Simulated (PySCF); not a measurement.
Gas-phase reaction: 2 trisilylamine + 2 N → Si(NH₂)₄ + 5 SiH₂

Computed with PySCF and rigid-rotor harmonic-oscillator thermochemistry at 1 bar. † marks an energy on the PBE0/def2-TZVP geometry and frequencies; other levels use their own. MP2 and CCSD(T) freeze the core. 6-31G* has spherical d functions here. Open shells (unrestricted): N (multiplicity 4); the rest are closed-shell singlets. B3LYP is the form with VWN-RPA correlation. Si(NH₂)₄: computed as isolated molecules; such fragments, hydroxides, amides, oligomers or adducts are transient or little studied in the gas. MP2 isn't extrapolated to the basis-set limit; its ΔH°(298 K) is 334.9 kJ in def2-SVP and 269.6 kJ in def2-TZVPP. CCSD(T) isn't extrapolated to the basis-set limit. The harmonic model lacks anharmonicity and excited electronic states, which grow with temperature; levels with a mode under 35 cm⁻¹ are left out. Internal rotation in trisilylamine, Si(NH₂)₄ is treated as a harmonic vibration of one conformer, which makes the entropy rough.

| level | ΔE electronic, kJ | ΔH°(298 K), kJ | ΔS°(298 K), J/K | ΔG°(1200 K), kJ |
|---|---|---|---|---|
| B3LYP/6-31G* | 161 | 172 | 329 | -204 |
| CCSD(T)/def2-SVP† | 273 | 288 | 334 | -94 |
| HF/def2-TZVP† | 665 | 681 | 334 | 299 |
| MP2/def2-TZVPP† | 254 | 270 | 334 | -113 |
| PBE/def2-TZVP† | 70 | 85 | 334 | -297 |
| PBE0/def2-SVP† | 187 | 203 | 334 | -180 |
| PBE0/def2-TZVP | 182 | 197 | 334 | -185 |
| r2SCAN/def2-TZVP† | 279 | 295 | 334 | -88 |
| LDA/def2-TZVP† | 30 | 46 | 334 | -337 |
| ωB97M-V/def2-TZVP† | 148 | 164 | 334 | -219 |
ΔH° is lowest at LDA/def2-TZVP† and highest at HF/def2-TZVP†. No reference value is set beside these.
